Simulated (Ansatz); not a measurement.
One geometry of `CCCCC(C)C`, several functionals.

```yaml
crystal:
  periodic: [false, false, false]
  atoms:
    - {symbol: C, position_ang: [-2.360621, -1.706739, 1.385427]}
    - {symbol: C, position_ang: [-1.617320, -0.587732, 0.676923]}
    - {symbol: C, position_ang: [-0.571236, -1.105024, -0.298154]}
    - {symbol: C, position_ang: [0.128507, -0.021191, -1.107543]}
    - {symbol: C, position_ang: [0.887907, 1.033032, -0.303644]}
    - {symbol: C, position_ang: [1.958159, 0.417236, 0.585644]}
    - {symbol: C, position_ang: [1.498430, 2.063940, -1.241718]}
    - {symbol: H, position_ang: [-3.104833, -1.318175, 2.084477]}
    - {symbol: H, position_ang: [-1.670795, -2.338642, 1.952333]}
    - {symbol: H, position_ang: [-2.880046, -2.349789, 0.669220]}
    - {symbol: H, position_ang: [-1.143129, 0.059718, 1.422070]}
    - {symbol: H, position_ang: [-2.330714, 0.046205, 0.136569]}
    - {symbol: H, position_ang: [0.167740, -1.701450, 0.249267]}
    - {symbol: H, position_ang: [-1.053369, -1.801297, -0.994332]}
    - {symbol: H, position_ang: [0.832599, -0.495194, -1.803488]}
    - {symbol: H, position_ang: [-0.615030, 0.489501, -1.732068]}
    - {symbol: H, position_ang: [0.170064, 1.555038, 0.341347]}
    - {symbol: H, position_ang: [1.535290, -0.263612, 1.327685]}
    - {symbol: H, position_ang: [2.510940, 1.190716, 1.124955]}
    - {symbol: H, position_ang: [2.679111, -0.149262, -0.013337]}
    - {symbol: H, position_ang: [2.233687, 1.595851, -1.904456]}
    - {symbol: H, position_ang: [0.735826, 2.531435, -1.870319]}
    - {symbol: H, position_ang: [2.008826, 2.855444, -0.686855]}
basis:
  gaussian: {orbitals: def2-TZVPP}
hamiltonian: {xc: pbe, dispersion: d4}
output: {forces: true, orbitals: {seedname: orbitals}}
```

```sh
$ ansatz run in.yaml --threads 3 --pin off --events-out ev --progress --plain --backend cuda
```

Shortened log:

```
Functional definition: PBE
2204 factors; their error is unknown
mean field evaluation 1: about -7483.2845 eV, gradient 1.1e2 eV
mean field evaluation 2: about -7419.9230 eV, gradient 1.9e2 eV
mean field evaluation 4: about -7512.1171 eV, gradient 1.6e1 eV
mean field evaluation 8: about -7512.7072 eV, gradient 3.7e-1 eV
mean field evaluation 16: about -7512.6392 eV, gradient 1.7e-2 eV
mean field -7512.63916562 eV, -276.0843970869 hartree, gradient 3.1e-5 eV, S^2 0.000000; 0 other end points of the search recorded, 0 dependent functions left out
reference -7512.63922549 eV, -276.0843992870 hartree; 29, 29 occupied and 412, 412 virtual orbitals, 2204 factors
Total energy: -7513.12414384 eV, -276.1022197078 hartree
Atom 0 at    -2.360621    -1.706739     1.385427 Å, force    -0.024530     0.002609     0.024619 eV/Å
Atom 1 at    -1.617320    -0.587732     0.676923 Å, force    -0.010181    -0.013087     0.008088 eV/Å
Atom 2 at    -0.571236    -1.105024    -0.298154 Å, force    -0.005754     0.009449    -0.019157 eV/Å
Atom 3 at     0.128507    -0.021191    -1.107543 Å, force    -0.011686    -0.021513    -0.004134 eV/Å
Atom 4 at     0.887907     1.033032    -0.303644 Å, force     0.017294     0.008733    -0.006717 eV/Å
Atom 5 at     1.958159     0.417236     0.585644 Å, force     0.011207    -0.003692     0.031671 eV/Å
Atom 6 at     1.498430     2.063940    -1.241718 Å, force     0.002742     0.041225    -0.006754 eV/Å
Atom 7 at    -3.104833    -1.318175     2.084477 Å, force    -0.151192     0.061633     0.142232 eV/Å
Atom 8 at    -1.670795    -2.338642     1.952333 Å, force     0.127241    -0.131068     0.114578 eV/Å
Atom 9 at    -2.880046    -2.349789     0.669220 Å, force    -0.104897    -0.133779    -0.134382 eV/Å
Atom 10 at    -1.143129     0.059718     1.422070 Å, force     0.090773     0.139794     0.145861 eV/Å
Atom 11 at    -2.330714     0.046205     0.136569 Å, force    -0.139010     0.135841    -0.105034 eV/Å
Atom 12 at     0.167740    -1.701450     0.249267 Å, force     0.148485    -0.128700     0.109673 eV/Å
Atom 13 at    -1.053369    -1.801297    -0.994332 Å, force    -0.094151    -0.152313    -0.134648 eV/Å
Atom 14 at     0.832599    -0.495194    -1.803488 Å, force     0.142270    -0.087275    -0.148227 eV/Å
Atom 15 at    -0.615030     0.489501    -1.732068 Å, force    -0.147935     0.100287    -0.133692 eV/Å
Atom 16 at     0.170064     1.555038     0.341347 Å, force    -0.146905     0.104631     0.131269 eV/Å
Atom 17 at     1.535290    -0.263612     1.327685 Å, force    -0.073025    -0.140023     0.152006 eV/Å
Atom 18 at     2.510940     1.190716     1.124955 Å, force     0.115777     0.144404     0.111045 eV/Å
Atom 19 at     2.679111    -0.149262    -0.013337 Å, force     0.145251    -0.112727    -0.111457 eV/Å
Atom 20 at     2.233687     1.595851    -1.904456 Å, force     0.146175    -0.085126    -0.135036 eV/Å
Atom 21 at     0.735826     2.531435    -1.870319 Å, force    -0.143183     0.098088    -0.131053 eV/Å
Atom 22 at     2.008826     2.855444    -0.686855 Å, force     0.105233     0.162611     0.099249 eV/Å
Dipole moment:    -0.020839     0.011631     0.008445 e Å
```

Hardware: 3 threads of an AMD EPYC 7R13 on a shared host and a share of an NVIDIA H100 80 GB. Wall time 4.3 s, peak host memory 0.94 GiB.

The same input with `hamiltonian: {xc: {name: wB97M-V}}` (abridged; 9 s):

```
Functional definition: wB97M-V
mean field evaluation 16: about -7519.0837 eV, gradient 1.6e-4 eV
mean field -7519.08374149 eV, -276.3212308816 hartree, gradient 5.6e-5 eV, S^2 0.000000
Total energy: -7519.08380553 eV, -276.3212332353 hartree
Atom 0 force    -0.105778    -0.158585     0.099556 eV/Å
Atom 1 force    -0.023878     0.244476     0.026527 eV/Å
Atom 2 force     0.048178    -0.226536    -0.016230 eV/Å
Atom 3 force     0.005394     0.021810    -0.209323 eV/Å
Atom 4 force    -0.156290     0.079056     0.119483 eV/Å
Atom 5 force     0.129519    -0.079003     0.111799 eV/Å
Atom 6 force     0.080151     0.134531    -0.117832 eV/Å
Atom 7 force     0.057236    -0.031449    -0.053753 eV/Å
Atom 8 force    -0.042927     0.046085    -0.041894 eV/Å
Atom 9 force     0.039429     0.047785     0.045799 eV/Å
Atom 10 force    -0.026013    -0.045397    -0.043227 eV/Å
Atom 11 force     0.049789    -0.038979     0.029094 eV/Å
Atom 12 force    -0.046643     0.033505    -0.029386 eV/Å
Atom 13 force     0.025638     0.043152     0.047707 eV/Å
Atom 14 force    -0.032336     0.031919     0.042094 eV/Å
Atom 15 force     0.039810    -0.028606     0.039748 eV/Å
Atom 16 force     0.048604    -0.030644    -0.045147 eV/Å
Atom 17 force     0.024406     0.044753    -0.041993 eV/Å
Atom 18 force    -0.036749    -0.049382    -0.038910 eV/Å
Atom 19 force    -0.047698     0.031300     0.025103 eV/Å
Atom 20 force    -0.045792     0.020338     0.044340 eV/Å
Atom 21 force     0.050328    -0.034205     0.042937 eV/Å
Atom 22 force    -0.034376    -0.055925    -0.036492 eV/Å
Dipole moment:    -0.020031     0.011842     0.008182 e Å
```

With the line `hamiltonian: {xc: {name: B2PLYP}}` and no forces (abridged; 4.8 s):

```
Functional definition: B2PLYP
mean field evaluation 16: about -7505.2292 eV, gradient 8.0e-5 eV
mean field -7505.22915037 eV, -275.8120840491 hartree, gradient 4.7e-6 eV, S^2 0.000000
7 core orbitals not correlated: weight in the atoms' cores, before any rotation towards them, 1.000 or more for the frozen orbitals, at most 0.000 for the correlated occupied ones
second order -40.77339001 eV of doubles, -0.00000000 eV of singles
Total energy: -7516.23820476 eV, -276.2166593358 hartree
```

The same input with `hamiltonian: {xc: r2scan, dispersion: d4}` (abridged; 5.5 s):

```
Functional definition: r2SCAN
mean field evaluation 16: about -7518.8451 eV, gradient 6.3e-4 eV
mean field -7518.84513232 eV, -276.3124621566 hartree, gradient 2.5e-5 eV, S^2 0.000000
Total energy: -7518.98092523 eV, -276.3174524539 hartree
Atom 0 force    -0.076492    -0.103454     0.071140 eV/Å
Atom 1 force    -0.026017     0.137569     0.033678 eV/Å
Atom 2 force     0.028079    -0.143942    -0.015945 eV/Å
Atom 3 force    -0.009487    -0.004653    -0.140965 eV/Å
Atom 4 force    -0.075053     0.065839     0.075709 eV/Å
Atom 5 force     0.096528    -0.056772     0.096691 eV/Å
Atom 6 force     0.059828     0.109784    -0.087997 eV/Å
Atom 7 force     0.011350    -0.012119    -0.009966 eV/Å
Atom 8 force    -0.008491     0.008606    -0.010363 eV/Å
Atom 9 force     0.010185     0.008796     0.009406 eV/Å
Atom 10 force     0.003086    -0.001782    -0.000486 eV/Å
Atom 11 force     0.002185     0.009343    -0.005049 eV/Å
Atom 12 force     0.000000    -0.007090     0.001767 eV/Å
Atom 13 force    -0.006143    -0.007340     0.001546 eV/Å
Atom 14 force     0.012977     0.003739    -0.006172 eV/Å
Atom 15 force    -0.006216     0.002741    -0.003188 eV/Å
Atom 16 force    -0.009355     0.006392     0.003338 eV/Å
Atom 17 force     0.005988     0.010181    -0.007184 eV/Å
Atom 18 force    -0.004334    -0.010264    -0.009015 eV/Å
Atom 19 force    -0.009388     0.002120    -0.001186 eV/Å
Atom 20 force    -0.007225    -0.000094     0.008310 eV/Å
Atom 21 force     0.012162    -0.007228     0.005391 eV/Å
Atom 22 force    -0.004168    -0.010371    -0.009461 eV/Å
Dipole moment:    -0.020218     0.011656     0.009130 e Å
```
